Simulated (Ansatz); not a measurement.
**Molecular dynamics, step by step**

CH$_{4}$BN (SMILES BN=C), singlet, PBE0-D4/def2-SVP (Ansatz 0.2.0). Settings (timestep in fs, temperature in K, friction in 1/fs; T counts 21 degrees of freedom, while the starting velocities carry no drift of the centre of mass, so T starts below the set value):

```yaml
hamiltonian: {xc: pbe0, dispersion: d4}
md: {n_steps: 80, timestep: 0.75, temperature: 500, ensemble: nvt_langevin, seed: 754, friction: 0.05, initial_velocities: maxwell_boltzmann}
```

Start (the SMILES describes the start alone):

B1  (-0.988, 0.371, -0.753)
N2  (0.033, -0.008, 0.016)
C3  (0.973, -0.365, 0.740)
H4  (-2.003, -0.204, -0.656)
H5  (-0.831, 1.263, -1.494)
H6  (1.685, -1.123, 0.421)
H7  (1.131, 0.066, 1.727)
(Å)

| step | time (fs) | potential energy less the start (meV) | kinetic energy (meV) | T (K) |
| --- | --- | --- | --- | --- |
| 0 | 0.00 | 0.0 | 387.8 | 429 |
| 5 | 3.75 | 145.5 | 421.2 | 466 |
| 10 | 7.50 | 191.7 | 362.9 | 401 |
| 15 | 11.25 | 215.6 | 460.9 | 509 |
| 20 | 15.00 | 319.7 | 292.9 | 324 |
| 25 | 18.75 | 201.7 | 482.8 | 534 |
| 30 | 22.50 | 199.9 | 514.5 | 569 |
| 35 | 26.25 | 412.3 | 402.0 | 444 |
| 40 | 30.00 | 192.6 | 443.7 | 490 |
| 45 | 33.75 | 175.1 | 591.1 | 653 |
| 50 | 37.50 | 242.9 | 533.5 | 590 |
| 55 | 41.25 | 438.3 | 389.7 | 431 |
| 60 | 45.00 | 469.9 | 395.7 | 437 |
| 65 | 48.75 | 141.2 | 575.2 | 636 |
| 70 | 52.50 | 128.7 | 563.1 | 622 |
| 75 | 56.25 | 314.0 | 244.5 | 270 |
| 80 | 60.00 | 249.3 | 451.0 | 498 |

Step 10, positions (Å) and forces (eV/Å):

```
atom       x       y       z      Fx      Fy      Fz
  B1  -1.044   0.285  -0.755  -0.289   1.011   0.123
  N2   0.059   0.000   0.024  -0.557  -0.563  -0.155
  C3   1.050  -0.365   0.712  -2.098   1.788   0.467
  H4  -2.227  -0.132  -0.660   1.199  -0.372   0.274
  H5  -1.011   1.241  -1.547   0.439  -0.485   0.328
  H6   1.737  -1.084   0.365   1.220  -1.298  -0.614
  H7   1.207   0.057   1.734   0.086  -0.082  -0.422
```

Step 35, positions (Å) and forces (eV/Å):

| atom | x | y | z | Fx | Fy | Fz |
| --- | --- | --- | --- | --- | --- | --- |
| B1 | -1.046 | 0.200 | -0.720 | 1.390 | -0.328 | 0.046 |
| N2 | 0.080 | 0.079 | 0.008 | 0.296 | -0.394 | 0.941 |
| C3 | 1.079 | -0.345 | 0.621 | 1.217 | -0.958 | -1.831 |
| H4 | -1.800 | -0.631 | -0.470 | -1.592 | -0.736 | 0.272 |
| H5 | -0.962 | 0.861 | -1.660 | -0.467 | 1.187 | -1.101 |
| H6 | 1.741 | -1.161 | 0.035 | -1.044 | 1.555 | 1.751 |
| H7 | 1.391 | 0.104 | 1.582 | 0.201 | -0.324 | -0.077 |

Step 70, positions (Å) and forces (eV/Å):

```json
{"atom": "B1", "x": "-1.033", "y": "0.100", "z": "-0.689", "Fx": "-0.163", "Fy": "-1.727", "Fz": "1.128"}
{"atom": "N2", "x": "0.116", "y": "-0.028", "z": "0.030", "Fx": "0.811", "Fy": "-0.364", "Fz": "-0.048"}
{"atom": "C3", "x": "1.209", "y": "-0.192", "z": "0.621", "Fx": "-1.292", "Fy": "1.213", "Fz": "0.317"}
{"atom": "H4", "x": "-1.954", "y": "-0.687", "z": "-0.329", "Fx": "0.481", "Fy": "1.024", "Fz": "-0.350"}
{"atom": "H5", "x": "-0.982", "y": "0.791", "z": "-1.636", "Fx": "-0.275", "Fy": "0.537", "Fz": "-0.739"}
{"atom": "H6", "x": "1.942", "y": "-0.959", "z": "0.479", "Fx": "0.482", "Fy": "-1.098", "Fz": "-0.841"}
{"atom": "H7", "x": "1.512", "y": "0.494", "z": "1.410", "Fx": "-0.044", "Fy": "0.416", "Fz": "0.533"}
```

Last step (80):

```tsv
atom	x (Å)	y (Å)	z (Å)
B1	-1.0213	0.0789	-0.6569
N2	0.1153	-0.0492	0.0054
C3	1.2099	-0.1678	0.5945
H4	-1.9977	-0.5780	-0.4421
H5	-0.7332	0.8336	-1.5962
H6	1.9310	-0.9910	0.4316
H7	1.5523	0.6933	1.2875
```

The run took about 2.2 min on 2 CPU threads of an Intel Xeon (shared host).
